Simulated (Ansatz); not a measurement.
```xyz
10

F     0.493   -0.374   -2.792
C     1.001   -0.821   -1.589
C     0.287   -0.256   -0.462
C    -0.291    0.209    0.483
C    -1.006    0.758    1.617
F    -0.372    1.871    2.131
H     2.058   -0.540   -1.542
H     0.928   -1.913   -1.577
H    -2.016    1.052    1.315
H    -1.082    0.013    2.415
```

Total charge 0; spin multiplicity 1.

(1) List the CAM-B3LYP/def2-TZVPP orbital energies in eV (Ansatz 0.2.0). (Best estimate.)

Answers

(1) Computed: Occupied: -673.52, -673.52, -281.82, -281.82, -279.46, -279.39, -35.11, -35.10, -24.34, -22.93, -21.03, -17.02, -16.11, -16.07, -16.06, -15.91, -15.90, -12.49, -12.22, -12.15, -12.12, -9.75, -9.68. Lowest empty: 1.09, 1.23, 2.22, 2.56, 3.77, 3.87, 4.85, 4.92.
